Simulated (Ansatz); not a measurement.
Two shapes of singlet NaH₂O(+).

Shape 1:

```xyz
4

Na   -0.0360    0.0300   -1.1156
O    -0.0050    0.0310    1.0503
H     0.0472    0.7538    1.6954
H    -0.0197   -0.7331    1.7166
```

Shape 2:

```xyz
4

Na    0.0000    0.0000   -1.0102
O     0.0000    0.0000    1.0022
H     0.0000    0.7026    1.5477
H     0.0000   -0.7026    1.5477
```

Basis set: def2-TZVP (spherical functions). Frozen core: 2 orbitals. Charge 1, multiplicity 1.

Computed with Ansatz (development build ahead of 0.2.0); each method stands on the lowest determinant of its kind that the runs found.

(1) Which shape is lower in energy, and by how much in each method?

## Answers

(1)

```csv
method,E(2) − E(1) (eV)
RHF,0.167
RHF-MP2,0.386
```

Shape 1 is lower.
